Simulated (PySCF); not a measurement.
Compound: C3H3ClN2.
SMILES with atom numbers: `[Cl:1][c:2]1[cH:3][nH:4][cH:5][n:6]1` (hydrogens: H7 on C3; H8 on N4; H9 on C5)

The same species was optimised twice, with GFN2-xTB and with PBE0-D3(BJ)/def2-SVP (PySCF), and the same property calculations (PySCF, gas phase) were run on both structures.

| coordinate | GFN2-xTB | PBE0-D3(BJ)/def2-SVP | change |
| --- | --- | --- | --- |
| Cl1–C2 (Å) | 1.700 | 1.714 | +0.014 |
| C5–N6 (Å) | 1.303 | 1.311 | +0.008 |
| C2–C3 (Å) | 1.370 | 1.377 | +0.007 |
| N4–C5 (Å) | 1.352 | 1.358 | +0.006 |
| C3–N4 (Å) | 1.367 | 1.372 | +0.005 |
| C2–N6 (Å) | 1.355 | 1.355 | 0.000 |
| Cl1–C2–C3 (°) | 127.5 | 126.3 | -1.2 |
| C3–C2–N6 (°) | 110.7 | 111.5 | +0.8 |
| C2–C3–N4 (°) | 104.9 | 104.0 | -0.9 |
| C3–N4–C5 (°) | 107.0 | 107.6 | +0.6 |
| Cl1–C2–N6 (°) | 121.8 | 122.1 | +0.3 |
| C2–N6–C5 (°) | 105.4 | 105.1 | -0.3 |
| N4–C5–N6 (°) | 111.9 | 111.6 | -0.3 |

Rotational constants: A = 9643, B = 2128, C = 1743 MHz (GFN2-xTB) against A = 9520, B = 2113, C = 1729 MHz (PBE0-D3(BJ)/def2-SVP). Point groups within 0.08 Å: Cs and Cs.

On the GFN2-xTB structure: lowest singlet, TDDFT (eV) 6.09 [CAM-B3LYP/def2-SVPD]; lowest triplet, Tamm–Dancoff (eV) 4.38 [CAM-B3LYP/def2-SVPD]; isotropic polarisability (au) 59.8 [CAM-B3LYP/def2-SVPD]; HOMO (eV) -8.03 [CAM-B3LYP/def2-SVPD]; LUMO (eV) 0.97 [CAM-B3LYP/def2-SVPD]; dipole (D) 4.96 [CAM-B3LYP/def2-SVPD]; HOMO (eV) -6.74 [PBE0/pcSseg-1]; LUMO (eV) 0.35 [PBE0/pcSseg-1]; dipole (D) 4.95 [PBE0/pcSseg-1]; GIAO shielding of Cl1 (ppm) 786.7 [PBE0/pcSseg-1]; GIAO shielding of C2 (ppm) 44.3 [PBE0/pcSseg-1]; GIAO shielding of C3 (ppm) 71.0 [PBE0/pcSseg-1]; GIAO shielding of N4 (ppm) 89.0 [PBE0/pcSseg-1]; GIAO shielding of C5 (ppm) 52.5 [PBE0/pcSseg-1]; GIAO shielding of N6 (ppm) -37.4 [PBE0/pcSseg-1].

Problem. What do these properties become on the PBE0-D3(BJ)/def2-SVP structure?

Solution. 
```csv
property,level,on GFN2-xTB,on PBE0-D3(BJ)/def2-SVP,change
"lowest singlet, TDDFT (eV)",CAM-B3LYP/def2-SVPD,6.09,6.06,-0.03
"lowest triplet, Tamm–Dancoff (eV)",CAM-B3LYP/def2-SVPD,4.38,4.31,-0.07
isotropic polarisability (au),CAM-B3LYP/def2-SVPD,59.8,60.5,+0.7
HOMO (eV),CAM-B3LYP/def2-SVPD,-8.03,-8.04,-0.01
LUMO (eV),CAM-B3LYP/def2-SVPD,0.97,0.96,-0.01
dipole (D),CAM-B3LYP/def2-SVPD,4.96,5.02,+0.06
"energy, GFN2-xTB geometry as zero (kcal/mol)",CAM-B3LYP/def2-SVPD,0.0,-0.5,-0.5
HOMO (eV),PBE0/pcSseg-1,-6.74,-6.74,0.00
LUMO (eV),PBE0/pcSseg-1,0.35,0.27,-0.08
dipole (D),PBE0/pcSseg-1,4.95,5.02,+0.07
"energy, GFN2-xTB geometry as zero (kcal/mol)",PBE0/pcSseg-1,0.0,-0.3,-0.3
GIAO shielding of Cl1 (ppm),PBE0/pcSseg-1,786.7,775.9,-10.8
GIAO shielding of C2 (ppm),PBE0/pcSseg-1,44.3,43.0,-1.3
GIAO shielding of C3 (ppm),PBE0/pcSseg-1,71.0,69.3,-1.7
GIAO shielding of N4 (ppm),PBE0/pcSseg-1,89.0,84.7,-4.3
GIAO shielding of C5 (ppm),PBE0/pcSseg-1,52.5,50.6,-1.9
GIAO shielding of N6 (ppm),PBE0/pcSseg-1,-37.4,-37.6,-0.2
```

The heavy atoms differ by 0.009 Å rms after alignment. Among bonds between heavy atoms Cl1–C2 changes most (+0.014 Å). Changes are differences of the printed values. Neither structure is proved a minimum here.
